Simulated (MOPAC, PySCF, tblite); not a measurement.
Dissociation curve of NH, triplet. Each curve is given relative to its own lowest point near equilibrium.

| R / Å | A | B | C | D |
|---|---|---|---|---|
| 0.83 | 43.8 | 57.7 | 43.5 | 13.2 |
| 0.89 | 17.7 | 27.2 | 17.3 | 4.6 |
| 0.93 | 7.6 | 14.5 | 7.5 | 1.4 |
| 0.98 | 1.2 | 4.9 | 1.3 | 0.0 |
| 1.00 | 0.1 | 2.6 | 0.2 | 0.1 |
| 1.04 | 0.0 | 0.2 | 0.0 | 1.5 |
| 1.08 | 2.1 | 0.0 | 1.7 | 4.2 |
| 1.09 | 3.0 | 0.3 | 2.4 | 5.1 |
| 1.15 | 9.7 | 3.7 | 7.9 | 11.6 |
| 1.20 | 17.1 | 8.6 | 13.9 | 18.6 |
| 1.28 | 30.8 | 18.6 | 25.0 | 32.1 |
| 1.42 | 53.8 | 39.4 | 46.3 | 59.2 |
| 1.55 | 67.6 | 59.2 | 66.5 | 83.9 |
| 1.73 | 76.6 | 84.4 | 93.1 | 108.7 |
| 1.88 | 79.6 | 101.6 | 112.7 | 120.5 |
| 2.09 | 80.9 | 119.0 | 135.5 | 128.7 |
| 2.26 | 81.0 | 128.1 | 150.2 | 131.9 |
| 2.54 | 80.9 | 137.0 | 168.4 | 134.3 |
| 2.83 | 80.7 | 141.6 | — | 135.2 |
| 3.15 | 80.6 | 144.1 | — | 135.5 |
| 3.65 | 80.6 | 145.6 | — | 135.6 |
| 4.15 | 80.6 | 146.1 | — | 135.6 |

Energies in mEh.

Q: Which curve belongs to which method? The methods are GFN2-xTB, 300 K electronic temperature in tblite; PM7, unrestricted, heats of formation (MOPAC); UHF/cc-pVTZ in PySCF; unrestricted LDA (SVWN5)/6-31G*, spherical d (PySCF).

A: A is UHF; B is UKS-LDA (SVWN5)/6-31G*; C is GFN2-xTB; D is PM7.

Dashes: no converged value, or the column stops at the first point that the program doubted or that broke a chosen test of continuity, which isn't proof of a fault.

The unrestricted determinant behind UKS-LDA (SVWN5)/6-31G* is spin-contaminated at 1.73 to 4.15 Å (<S²> up to 3.0, against 2.00 for a pure triplet). The unrestricted determinant behind UHF is spin-contaminated at 1.42 to 4.15 Å (<S²> up to 3.0, against 2.00 for a pure triplet).
